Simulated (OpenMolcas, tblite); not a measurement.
# A ladder of methods for C2H6Si (vinylsilane)

C2H6Si: 9 atoms, total charge 0, spin state singlet. SMILES: `C=C[SiH3]`. The shape is that of a PBE0-D4/def2-TZVP optimisation.

```xyz
9

C    -0.7137    0.8702   -1.0483
C    -0.0713    0.7125    0.1056
Si    0.5606   -0.9320    0.7001
H    -0.9057    0.0330   -1.7139
H    -1.0767    1.8386   -1.3815
H     0.0894    1.5920    0.7276
H     2.0358   -0.8939    0.8938
H     0.2234   -1.9724   -0.3073
H    -0.0532   -1.2943    2.0067
```

Each level gives the HOMO–LUMO gap (eV). The values are calculated.

| level | kind | program | value (eV) |
| --- | --- | --- | --- |
| GFN1-xTB | semi-empirical | tblite | 4.53 |
| HF/6-311+G** | Hartree–Fock | OpenMolcas | 12.01 |
| SVWN5/6-311+G** | LDA | OpenMolcas | 5.34 |
| BLYP/6-311+G** | GGA | OpenMolcas | 5.36 |
| TPSS/6-311+G** | meta-GGA | OpenMolcas | 5.61 |
| M06-2X/6-311+G** | hybrid meta-GGA | OpenMolcas | 9.47 |
| B2PLYP/6-311+G** | double hybrid | OpenMolcas | 9.60 |

The values span 4.53 to 12.01 eV. Orbital gaps aren't excitation energies, and those of double hybrids come from the SCF part alone; they tend to grow with the share of exact exchange.
